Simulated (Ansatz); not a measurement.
Gas-phase electronic energies from Ansatz, PBE0-D4/def2-TZVP geometries. CBS: MP2 limit from def2 TZ/QZ plus the TZ coupled-cluster correction, frozen cores. This one scheme is used for every species, atoms too. DFT in def2-TZVPP. No spin–orbit coupling; open shells (•) take unrestricted orbitals.

`BNB` + H• → `B[N]B`• + H₂  (hydrogen abstraction from the N–H bond)

| level | ΔE (kJ/mol) |
| --- | --- |
| r2SCAN | -28.7 |
| CCSD(T)/def2-TZVPP | 7.1 |

Question: What does CCSD(T)/CBS give? (An estimate is asked.)

Answer: Computed: +8.3 kJ/mol. The listed levels differ from it by -37.0, -1.2 kJ/mol.

Largest T1 diagnostic among the species: 0.024.

From PBE to PBE0 (25 % exact exchange), in def2-TZVPP and without D4, ΔE moves by +16.4 kJ/mol. Leaving LDA and LC-ωPBE aside and taking each functional with its dispersion term where it has one, the values, not all of them listed here, spread over 59.0 kJ/mol, from BLYP-D4 to PBE-QIDH. LDA lies +11.2 kJ/mol from PBE without D4.
